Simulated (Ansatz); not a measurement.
The input, for Ansatz 0.2.0:

```yaml
crystal:
  periodic: [false, false, false]
  atoms:
    - {symbol: Ge, position_ang: [-0.034571, 0.000000, 0.295847]}
    - {symbol: N, position_ang: [0.072436, 0.000001, -1.645848]}
    - {symbol: H, position_ang: [0.742421, -1.258240, 0.775123]}
    - {symbol: H, position_ang: [0.742420, 1.258240, 0.775124]}
basis:
  gaussian: {orbitals: cc-pVDZ}
total_charge: 1
magnetization: {spin_polarized: true, initial_magnetization: 4}
hamiltonian: {xc: hf}
output: {orbitals: {seedname: orbitals}}
```

```sh
$ ansatz run in.yaml --threads 1 --pin off --events-out ev --progress --plain --max-ram 2393MiB
```

Log:

```
549 factors; integrals over basis functions are off by at most 9.3e-4 eV
mean field evaluation 1: about -57972.0679 eV, gradient 1.2e1 eV
mean field evaluation 2: about -57972.0725 eV, gradient 1.2e1 eV
mean field evaluation 4: about -57974.0449 eV, gradient 2.4e0 eV
mean field evaluation 8: about -57974.1963 eV, gradient 1.9e-1 eV
mean field evaluation 16: about -57970.8695 eV, gradient 9.1e0 eV
mean field -57974.19749088 eV, -2130.5124614672 hartree, gradient 2.3e-5 eV, S^2 6.013933; 0 other end points of the search recorded, 0 dependent functions left out
reference -57974.19749088 eV, -2130.5124614672 hartree; 22, 18 occupied and 29, 33 virtual orbitals, 549 factors
Total energy: -57974.19749088 eV, -2130.5124614672 hartree
```

Ran on 1 thread of Intel Xeon, shared host: 3.3 s wall, 0.11 GiB peak host memory.
